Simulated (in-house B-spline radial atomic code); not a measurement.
Values are calculated unless marked as measured or tabulated.
## C ion on O atom: potential, deflection and energy transfer

The pair potential comes from two frozen, spherical free-atom densities (PBE, B-spline radial code, scalar-relativistic past argon): electrostatics plus the change in Thomas-Fermi kinetic and Dirac exchange energy where they overlap, the recipe behind the universal ZBL potential, which averages such potentials (from solid-state densities) over many pairs. It is written V = (Z1 Z2 e²/r) φ(r/a), with e² = 14.3996 eV·Å and a = 0.46850 Å/(Z1^0.23 + Z2^0.23); ZBL's fit is φ = 0.18175 e^(−3.1998x) + 0.50986 e^(−0.94229x) + 0.28022 e^(−0.4029x) + 0.02817 e^(−0.20162x). Where φ falls below 4e-4 it is continued as an exponential.

Masses 12.01 and 16.0 u.

```tsv
x = r/a	φ, this pair	φ, ZBL
0.1	0.9139	0.8928
0.25	0.8003	0.7647
0.5	0.6567	0.6096
1	0.4695	0.4164
1.5	0.349	0.2995
2	0.2673	0.2218
3	0.1631	0.1292
4	0.09962	0.08026
5	0.06182	0.05224
6.5	0.03297	0.02914
8	0.0192	0.01705
10	0.009584	0.008778
12	0.004569	0.00474
14.5	0.001634	0.002328
17	0.0005016	0.001212
```

(1) At x = 1 the electrostatic, kinetic and exchange parts are 1629.56, 581.89 and -48.23 eV. Find r, V and φ.

(2) The ion comes in at 8.067 keV with impact parameter 0.3000 Å. The scattering integral gives a centre-of-mass angle of 11.5° and a closest approach of 2.129 a. What are the reduced energy, the energy passed on and the laboratory angles?

Results:

(1) a = 0.46850/(1.5100 + 1.6133) = 0.15000 Å, so r = 0.15000 Å. V = 1629.56 + 581.89 + (-48.23) = 2163.22 eV. The bare repulsion is 6 × 8 × 14.3996/0.15000 = 4607.8 eV, so φ = 0.4695, +12.7 % against ZBL's 0.4164. The kinetic (Pauli) term is 27 % of V here.

(2) ε = E a M2/(Z1 Z2 e² (M1 + M2)) = 8067 × 1.2397e-04 = 1. The most that one collision can pass on is γE with γ = 4 M1 M2/(M1 + M2)² = 0.9797. Here T = γE sin²(θ/2) = 0.9797 × 8067 × 0.01004 = 79.31 eV. The ion turns by arctan(sin θ/(cos θ + M1/M2)) = 6.6°, and the struck atom leaves at (180° − θ)/2 = 84.3°. The closest approach is 0.319 Å. With ZBL the angle would be 9.88° and T = 58.58 eV.
